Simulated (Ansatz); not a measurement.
Job for Ansatz (a quantum-chemistry and plane-wave program): R-CCSD(T)/aug-cc-pVDZ on NH3 (SMILES N).

Ansatz 0.2 input:
```yaml
crystal:
  periodic: [false, false, false]
  atoms:
    - {symbol: N, position_ang: [0.00000000, 0.00000000, 0.11289000]}
    - {symbol: H, position_ang: [0.00000000, 0.93802400, -0.26340900]}
    - {symbol: H, position_ang: [0.81235300, -0.46901200, -0.26340900]}
    - {symbol: H, position_ang: [-0.81235300, -0.46901200, -0.26340900]}
basis:
  gaussian:
    orbitals: aug-cc-pVDZ
magnetization: {spin_polarized: false}
correlation: {method: ccsd_t, electrons: outside_noble_gas}
scf: {lower_state_search: off}
```

It printed:

```
WARN ansatz: RAYON_NUM_THREADS=2 ignored (pool sized by the plan → 2); use --threads N
Functional definition: HF
these checks for a lower state are left out or cut short: stability, starts, cluster_reference, orbital_swaps, neighbouring_geometries, increment
integrals: 0.02 GiB planned
479 factors; integrals over basis functions are off by at most 7.9e-4 eV
mean field: 0.06 GiB planned
mean field evaluation 1: about -1527.4340 eV, gradient 3.1e1 eV
mean field evaluation 2: about -1527.4336 eV, gradient 3.1e1 eV
mean field evaluation 4: about -1529.4169 eV, gradient 1.6e0 eV
mean field evaluation 8: about -1529.4286 eV, gradient 6.5e-4 eV
mean field -1529.42858706 eV, -56.2054638906 hartree, gradient 2.6e-6 eV, S^2 0.000000; 0 other end points of the search recorded, 0 dependent functions left out
1 core orbitals not correlated
reference -1529.42858706 eV, -56.2054638906 hartree; 4, 4 occupied and 45, 45 virtual orbitals, 479 factors
second order -5.42098733 eV of doubles, -0.00000000 eV of singles
coupled cluster: 0.09 GiB planned
cycle   1  -5.68014903 eV  change   -2.6e-1 eV  update   4.4e-2
cycle   2  -5.80517930 eV  change   -1.3e-1 eV  update   1.3e-2
cycle   3  -5.83035195 eV  change   -2.5e-2 eV  update   5.4e-3
cycle   4  -5.82957448 eV  change    7.8e-4 eV  update   1.3e-3
cycle   5  -5.82952794 eV  change    4.7e-5 eV  update   4.7e-4
cycle   6  -5.82953412 eV  change   -6.2e-6 eV  update   1.4e-4
cycle   7  -5.82949629 eV  change    3.8e-5 eV  update   5.5e-5
cycle   8  -5.82948974 eV  change    6.5e-6 eV  update   2.2e-5
cycle   9  -5.82948893 eV  change    8.1e-7 eV  update   7.0e-6
perturbative correction -0.14810813 eV, -0.0054428732 hartree
Total energy: -1535.40618412 eV, -56.4251365308 hartree
Checks for a lower state left out: stability, starts, cluster_reference, orbital_swaps, neighbouring_geometries, increment
```

The run converged.

Cost: about 0.7 core-seconds (a rough figure).
